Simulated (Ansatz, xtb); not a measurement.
Relative energy of two isomers of C3H5ClF2

Structure X is `CCC(F)(F)Cl`, a singlet and structure Y is `CC(F)(F)CCl`, a singlet. Both are isolated molecules in the gas phase, relaxed with PBE0-D3(BJ)/def2-SVP; the shapes shown needn't be the lowest conformers.

X (Å):

```xyz
11

C    -2.3151   -1.0376    1.9656
C    -1.7461   -0.4003    0.7128
C    -0.5584   -1.1273    0.1318
Cl    0.8359   -1.1475    1.2527
F    -0.1618   -0.5430   -1.0043
F    -0.8666   -2.3970   -0.1625
H    -1.5738   -1.0427    2.7776
H    -2.6201   -2.0766    1.7747
H    -3.1974   -0.4805    2.3101
H    -1.4334    0.6391    0.8914
H    -2.4949   -0.3790   -0.0964
```

Y (Å):

```
atom    x (Å)    y (Å)    z (Å)
   C  -0.4179   0.3840   0.7967
   C  -0.3983   0.9834  -0.5879
   C   0.8843   0.6934  -1.3475
  Cl   0.8804   1.4099  -2.9676
   F  -0.5665   2.3258  -0.4934
   F  -1.4524   0.5047  -1.2943
   H  -0.3273  -0.7092   0.7460
   H  -1.3756   0.6406   1.2695
   H   0.4003   0.7909   1.4056
   H   1.7372   1.1031  -0.7905
   H   1.0080  -0.3928  -1.4504
```

Quicker runs give these differences E(Y) − E(X): GFN2-xTB +3.17 kcal/mol; HF/STO-3G +4.71 kcal/mol (at GFN2-xTB geometries); r2SCAN-D4/def2-SVP +3.23 kcal/mol (at GFN2-xTB geometries).

Problem. Estimate E(Y) − E(X) at the level CCSD(T)/def2-SVP + ΔMP2/def2-TZVPP.

Solution. Too close to call at this level: CCSD(T)/def2-SVP + ΔMP2/def2-TZVPP gives E(Y) − E(X) = −0.08 kcal/mol.

Level by level:

```tsv
level	geometry	E(Y) − E(X) (kcal/mol)	departure from the last row (kcal/mol)	job, with rough time for the two
GFN2-xTB	GFN2-xTB	+3.17	+3.25	optimisation, 0.092 s
HF/STO-3G	GFN2-xTB	+4.71	+4.79	single point, 0.36 s
r2SCAN-D4/def2-SVP	GFN2-xTB	+3.23	+3.31	single point, 4.7 s
PBE0-D3(BJ)/def2-SVP	PBE0-D3(BJ)/def2-SVP	+3.04	+3.12	optimisation, 30 s
HF/def2-SVP	PBE0-D3(BJ)/def2-SVP	−0.67	−0.59	part of the CCSD(T) run
MP2/def2-SVP	PBE0-D3(BJ)/def2-SVP	+2.83	+2.91	part of the CCSD(T) run
CCSD(T)/def2-SVP	PBE0-D3(BJ)/def2-SVP	+2.11	+2.19	single point
CCSD(T)/def2-SVP + ΔMP2/def2-TZVPP	PBE0-D3(BJ)/def2-SVP	−0.08		single point, 52 s
```

As drawn, both hold the same kinds of bond in the same numbers.

The largest departure from CCSD(T)/def2-SVP + ΔMP2/def2-TZVPP is that of HF/STO-3G, 4.79 kcal/mol. The last row adds to CCSD(T) the change of the MP2 difference between the two basis sets, here −2.19 kcal/mol.

With harmonic frequencies from PBE0-D3(BJ)/def2-SVP (ideal gas, rigid rotor, one conformer each, 298.15 K, 1 atm): the zero-point term adds −0.08 kcal/mol; ΔH is −0.12 and ΔG −0.34 kcal/mol.

The correlated steps freeze 10 core orbitals. Mirror images aren't counted in ΔG. Programs: Ansatz 0.2.0, xtb 6.7.1; the last row on 2 threads of Arm Neoverse V2 on a shared host.
